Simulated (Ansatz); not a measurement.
doublet C₂H₆(+): levels of theory in one basis

```xyz
8

C     0.0000    0.1216   -0.7070
C     0.0000   -0.1216    0.7070
H     0.0000    1.1494   -1.0532
H     0.7336   -0.4861   -1.2368
H    -0.7336   -0.4861   -1.2368
H     0.0000   -1.1494    1.0532
H     0.7336    0.4861    1.2368
H    -0.7336    0.4861    1.2368
```

Basis set: cc-pVTZ (spherical functions). Correlated methods keep 2 orbitals frozen. Correlation on ROHF uses semicanonical orbitals with singles. Charge 1, multiplicity 2.

Computed with Ansatz (development build ahead of 0.2.0); each method stands on the lowest determinant of its kind that the runs found.

```tsv
method	E − E(ROHF) (eV)	<S²> of the determinant
ROHF	0.00	0.75
UHF	-0.19	0.77
ROHF-MP2	-9.82	–
UHF-MP2	-9.75	0.77
```

(1) Is a single determinant a sound starting point here?

Answers

(1) By this sign, yes. Unrestricted orbitals gain 0.19 eV and <S²> is 0.77 against 0.75 for a pure state.

Caution for ROHF-MP2, UHF-MP2: MP2 on this radical cation hangs on the determinant chosen.
